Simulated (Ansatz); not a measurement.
## BiOCl (P4/nmm, No. 129)

These are r²SCAN+rVV10 (plane waves, PAW; Ansatz, a program for electronic structure) values and carry that method's errors.

Settings: plane-wave cutoff 500 eV, 10×10×6 k mesh (along the axes of the cell as run), Fermi–Dirac smearing 0.05 eV, scalar-relativistic PAW data made under PBE.

Cell (relaxed at this level):

```cif
data_Bi2Cl2O2
_chemical_formula_sum 'Bi2 Cl2 O2'
_space_group_name_H-M_alt 'P 1'
_space_group_IT_number 1
_cell_length_a 3.88653
_cell_length_b 3.88653
_cell_length_c 7.37569
_cell_angle_alpha 90.000
_cell_angle_beta 90.000
_cell_angle_gamma 90.000
loop_
_space_group_symop_operation_xyz
  'x, y, z'
loop_
_atom_site_label
_atom_site_type_symbol
_atom_site_fract_x
_atom_site_fract_y
_atom_site_fract_z
_atom_site_occupancy
Bi1 Bi 0.50000 0.00000 0.32999 1
Bi2 Bi 0.00000 0.50000 0.67001 1
Cl1 Cl 0.00000 0.50000 0.14919 1
Cl2 Cl 0.50000 0.00000 0.85081 1
O1 O 0.00000 0.00000 0.50000 1
O2 O 0.50000 0.50000 0.50000 1
```

```yaml
band_gap: 2.99 eV (on the SCF k mesh)
```

Spin–orbit coupling is not included; with these elements it can move the gap by several tenths of an eV or more.

It cost around 2.7 core-minutes (rough) of CPU time.
